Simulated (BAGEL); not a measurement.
**BH (SMILES [BH]): a chain of runs**

We compute the energy (HF/def2-TZVP), then the energy (NEVPT2(2,2)/def2-TZVP), then a single-point energy (CASPT2(2,2)/def2-TZVP) of BH. 

Program for the calculation: BAGEL 1.2.2.

1 further run of the same task is left out (set aside as unsound or not needed).

## 1. The structure to begin with

BH: 2 atoms, total charge 0, spin state singlet. As SMILES, `[BH]`. The B1–H2 distance was set to 1.664 Å, away from the relaxed value.

Bond lengths: B1–H2 1.664 Å.

## 2. A single-point energy at HF/def2-TZVP (density fitting with svp-jkfit) (run 1)

Contents of job.json:

```json
{ "bagel": [

{
  "title": "molecule",
  "basis": "def2-tzvp.json",
  "df_basis": "svp-jkfit",
  "geometry": [
    { "atom": "B", "xyz": [  0.00000000,  0.00000000, -0.81503888 ] },
    { "atom": "H", "xyz": [  0.00000000,  0.00000000,  2.32889848 ] }
  ]
},
{ "title": "hf" },
{ "title": "print", "file": "orbitals.molden", "orbitals": "true" }

]}
```

The basis set def2-TZVP is read from a file made from the Basis Set Exchange's data (not shown).

Launch:

```
BAGEL_NUM_THREADS=1 BAGEL job.json > job.out
```

Output:

```text
* using 1 threads per process

  ===============================================================
  ===============================================================

  *** Geometry ***

  { "atom" : "B", "xyz" : [      0.000000,      0.000000,     -0.815039 ] },
  { "atom" : "H", "xyz" : [      0.000000,      0.000000,      2.328898 ] },

  Number of auxiliary basis functions:       93

  Since a DF basis is specified, we compute 2- and 3-index integrals:
    o Being stored without compression. Storage requirement is 0.001 GB

  Number of basis functions:       37
  Number of electrons      :        6

    * METHOD: MOLECULE                             0.02

  *** RHF ***

  === Nuclear Repulsion ===
     1.5903624747

      * DIIS with orbital gradients will be used.

  === RHF iteration (def2-tzvp.json) ===
      0        -25.05535994          0.01345052           0.00
      1        -25.08753617          0.00367435           0.00
      2        -25.09026053          0.00137767           0.00
      3        -25.09085645          0.00012447           0.00
      4        -25.09086506          0.00001997           0.00
      5        -25.09086534          0.00000474           0.00
      6        -25.09086535          0.00000068           0.00
      7        -25.09086535          0.00000010           0.00
      8        -25.09086535          0.00000001           0.00
      9        -25.09086535          0.00000000           0.00
    * SCF iteration converged.

    * Permanent dipole moment:
           (    0.000000,    -0.000000,    -0.076212) a.u.

    * METHOD: HF                                   0.03

    * METHOD: PRINT                                0.00

  ===============================================================
```

Run time: 0.22 s. Hardware: 1 thread of Arm Neoverse V1, shared host.

## 3. A single-point energy at NEVPT2(2,2)/def2-TZVP (density fitting with svp-jkfit) (run 2)

Contents of input.json:

```json
{ "bagel": [

{
  "title": "molecule",
  "basis": "def2-tzvp.json",
  "df_basis": "svp-jkfit",
  "geometry": [
    { "atom": "B", "xyz": [  0.00000000,  0.00000000, -0.81503888 ] },
    { "atom": "H", "xyz": [  0.00000000,  0.00000000,  2.32889848 ] }
  ]
},
{ "title": "hf" },
{ "title": "casscf", "nstate": 1, "nact": 2, "nclosed": 2, "active": [2, 6], "maxiter": 200, "natocc": true },
{ "title": "nevpt2", "nstate": 1, "nact": 2, "nclosed": 2, "active": [2, 6], "maxiter": 200, "natocc": true, "ncore": 1 },
{ "title": "print", "file": "orbitals.molden", "orbitals": true }

]}
```

The basis set def2-TZVP is read from a file made from the Basis Set Exchange's data (not shown).

Launch:

```
BAGEL_NUM_THREADS=1 BAGEL input.json > input.out
```

Output:

```text
* using 1 threads per process

  ===============================================================
  ===============================================================

  *** Geometry ***

  { "atom" : "B", "xyz" : [      0.000000,      0.000000,     -0.815039 ] },
  { "atom" : "H", "xyz" : [      0.000000,      0.000000,      2.328898 ] },

  Number of auxiliary basis functions:       93

  Since a DF basis is specified, we compute 2- and 3-index integrals:
    o Being stored without compression. Storage requirement is 0.001 GB

  Number of basis functions:       37
  Number of electrons      :        6

    * METHOD: MOLECULE                             0.02

  *** RHF ***

  === Nuclear Repulsion ===
     1.5903624747

      * DIIS with orbital gradients will be used.

  === RHF iteration (def2-tzvp.json) ===
      0        -25.05535994          0.01345052           0.00
      1        -25.08753617          0.00367435           0.00
      2        -25.09026053          0.00137767           0.00
      3        -25.09085645          0.00012447           0.00
      4        -25.09086506          0.00001997           0.00
      5        -25.09086534          0.00000474           0.00
      6        -25.09086535          0.00000068           0.00
      7        -25.09086535          0.00000010           0.00
      8        -25.09086535          0.00000001           0.00
      9        -25.09086535          0.00000000           0.00
    * SCF iteration converged.

    * Permanent dipole moment:
           (    0.000000,    -0.000000,    -0.076212) a.u.

    * METHOD: HF                                   0.03

  ---------------------------
      CASSCF calculation
  ---------------------------

    ==== Active orbitals : =====
         Orbital 2
         Orbital 6
    ============================

    * nstate   :      1
    * nclosed  :      2
    * nact     :      2
    * nvirt    :     33
  === CASSCF iteration (def2-tzvp.json) ===

    * Using the second-order algorithm

      0  0       -25.09245204     8.91e-04      0.00

      1  0       -25.10804789     5.00e-03      0.01

      2  0       -25.11526474     3.17e-03      0.01

      3  0       -25.11629614     7.52e-04      0.01

      4  0       -25.11635267     1.83e-04      0.01

      5  0       -25.11635505     4.35e-05      0.01

      6  0       -25.11635515     1.00e-05      0.01

      7  0       -25.11635515     2.33e-06      0.01

      8  0       -25.11635515     5.42e-07      0.01

      9  0       -25.11635515     1.26e-07      0.01

     10  0       -25.11635515     2.92e-08      0.01

     11  0       -25.11635515     6.80e-09      0.01

    * Second-order optimization converged. *

     guess   0:   closed 1.                   open ..

  === FCI iteration ===

      0  0       -25.08987920     7.36e-02      0.00
      1  0       -25.11630199     2.71e-03      0.00
      2  0 *     -25.11635515     4.33e-16      0.00

     * ci vector, state   0, <S^2> = 0.0000
       2.     0.9842062744
       .2    -0.1770254484

    * METHOD: CASSCF                               0.08

    * freezing 1 orbital

  === DF-NEVPT2 calculation ===

    * 3-index integral transformation done
    * assembly done

      NEVPT2 correlation energy:   -0.0529892390      0.01

          (+0)     -0.0249002966
          (+0)'    -0.0057912485
          (+1)     -0.0005594385
          (+1)'    -0.0000000000
          (+2)     -0.0004783511
          (-1)     -0.0137298047
          (-1)'     0.0000000000
          (-2)     -0.0075300996

      NEVPT2 total energy:        -25.1693443888

    * METHOD: NEVPT2                               0.01

    * METHOD: PRINT                                0.00

  ===============================================================
```

It took 0.32 s on 1 thread of Arm Neoverse V1, shared host.

## 4. A single-point energy at CASPT2(2,2)/def2-TZVP (density fitting with svp-jkfit) (run 3)

Contents of input.json:

```json
{ "bagel": [

{
  "title": "molecule",
  "basis": "def2-tzvp.json",
  "df_basis": "svp-jkfit",
  "geometry": [
    { "atom": "B", "xyz": [     0.00000000,     0.00000000,    -0.81503888 ] },
    { "atom": "H", "xyz": [     0.00000000,     0.00000000,     2.32889848 ] }
  ]
},

{ "title": "hf" },

{ "title": "casscf", "nstate": 1, "nact": 2, "nclosed": 2, "nspin": 0, "active": [2, 6], "maxiter": 200, "natocc": true },

{ "title": "print", "file": "orbitals.molden", "orbitals": true },

{ "title": "smith", "method": "caspt2", "ms": true, "xms": true, "sssr": true, "shift": 0.2, "shift_imag": true, "ncore": 1 }

]}
```

The basis set def2-TZVP is read from a file made from the Basis Set Exchange's data (not shown).

Launch:

```
BAGEL_NUM_THREADS=1 BAGEL input.json > input.out
```

Output:

```text
* using 1 threads per process

  ===============================================================
  ===============================================================

  *** Geometry ***

  { "atom" : "B", "xyz" : [      0.000000,      0.000000,     -0.815039 ] },
  { "atom" : "H", "xyz" : [      0.000000,      0.000000,      2.328898 ] },

  Number of auxiliary basis functions:       93

  Since a DF basis is specified, we compute 2- and 3-index integrals:
    o Being stored without compression. Storage requirement is 0.001 GB

  Number of basis functions:       37
  Number of electrons      :        6

    * METHOD: MOLECULE                             0.02

  *** RHF ***

  === Nuclear Repulsion ===
     1.5903624747

      * DIIS with orbital gradients will be used.

  === RHF iteration (def2-tzvp.json) ===
      0        -25.05535994          0.01345052           0.00
      1        -25.08753617          0.00367435           0.00
      2        -25.09026053          0.00137767           0.00
      3        -25.09085645          0.00012447           0.00
      4        -25.09086506          0.00001997           0.00
      5        -25.09086534          0.00000474           0.00
      6        -25.09086535          0.00000068           0.00
      7        -25.09086535          0.00000010           0.00
      8        -25.09086535          0.00000001           0.00
      9        -25.09086535          0.00000000           0.00
    * SCF iteration converged.

    * Permanent dipole moment:
           (    0.000000,    -0.000000,    -0.076212) a.u.

    * METHOD: HF                                   0.04

  ---------------------------
      CASSCF calculation
  ---------------------------

    ==== Active orbitals : =====
         Orbital 2
         Orbital 6
    ============================

    * nstate   :      1
    * nclosed  :      2
    * nact     :      2
    * nvirt    :     33
  === CASSCF iteration (def2-tzvp.json) ===

    * Using the second-order algorithm

      0  0       -25.09245204     8.91e-04      0.00

      1  0       -25.10804789     5.00e-03      0.01

      2  0       -25.11526474     3.17e-03      0.01

      3  0       -25.11629614     7.52e-04      0.01

      4  0       -25.11635267     1.83e-04      0.01

      5  0       -25.11635505     4.35e-05      0.01

      6  0       -25.11635515     1.00e-05      0.01

      7  0       -25.11635515     2.33e-06      0.01

      8  0       -25.11635515     5.42e-07      0.01

      9  0       -25.11635515     1.26e-07      0.01

     10  0       -25.11635515     2.92e-08      0.01

     11  0       -25.11635515     6.80e-09      0.01

    * Second-order optimization converged. *

     guess   0:   closed 1.                   open ..

  === FCI iteration ===

      0  0       -25.08987920     7.36e-02      0.00
      1  0       -25.11630199     2.71e-03      0.00
      2  0 *     -25.11635515     4.33e-16      0.00

     * ci vector, state   0, <S^2> = 0.0000
       2.     0.9842062744
       .2    -0.1770254484

    * METHOD: CASSCF                               0.09

    * METHOD: PRINT                                0.00

  === SMITH program ===

    * freezing 1 orbital

    * Approximate memory requirement for SMITH calulation per MPI process:
      o Storage requirement for T-amplitude, lambda, and residual is 0.00 GB
      o Storage requirement for MO integrals is 0.00 GB
    * Calculating and saving rdm4f

    * Zeroth order energy : state  0       -0.7603611991

    * CASPT2 iteration is performed using orthogonal basis

      -------------------------------------------  CASPT2 iteration  ---------------------------------------------------
       #      aibj      arbs      arbi      airj      risj      airs      arst      rist         Etot      error   time
      ------------------------------------------------------------------------------------------------------------------

       0  -0.02465  -0.00898  -0.01398  -0.00069  -0.00071  -0.00502  -0.00000  -0.00000   -0.0540373  0.0035449   0.01
       1  -0.02495  -0.00907  -0.01408  -0.00072  -0.00078  -0.00519  -0.00000  -0.00000   -0.0547932  0.0007057   0.01
       2  -0.02496  -0.00907  -0.01408  -0.00073  -0.00078  -0.00520  -0.00000  -0.00000   -0.0548239  0.0001740   0.01
       3  -0.02496  -0.00907  -0.01408  -0.00072  -0.00078  -0.00521  -0.00000  -0.00000   -0.0548256  0.0000333   0.01
       4  -0.02496  -0.00907  -0.01408  -0.00072  -0.00078  -0.00521   0.00000  -0.00000   -0.0548257  0.0000056   0.01
       5  -0.02496  -0.00907  -0.01408  -0.00072  -0.00078  -0.00521  -0.00000   0.00000   -0.0548257  0.0000009   0.01

      ------------------------------------------------------------------------------------------------------------------

    * CASPT2 energy : state  0      -25.1719740840
        w/o shift correction        -25.1711808124
        reference weight              0.9703136727

    * METHOD: SMITH                                0.06

  ===============================================================
```

Wall time 0.38 s (1 thread of Arm Neoverse V1, shared host).

## 5. Summary of results

```
                                  quantity         value
         run 1, HF/def2-TZVP: total energy  -25.09087 Eh
        run 1, HF/def2-TZVP: dipole moment        0.19 D
          run 1, HF/def2-TZVP: HOMO energy      -9.55 eV
          run 1, HF/def2-TZVP: LUMO energy       0.93 eV
        run 1, HF/def2-TZVP: HOMO–LUMO gap      10.49 eV
run 2, NEVPT2(2,2)/def2-TZVP: total energy  -25.16934 Eh
run 3, CASPT2(2,2)/def2-TZVP: total energy  -25.17197 Eh
```
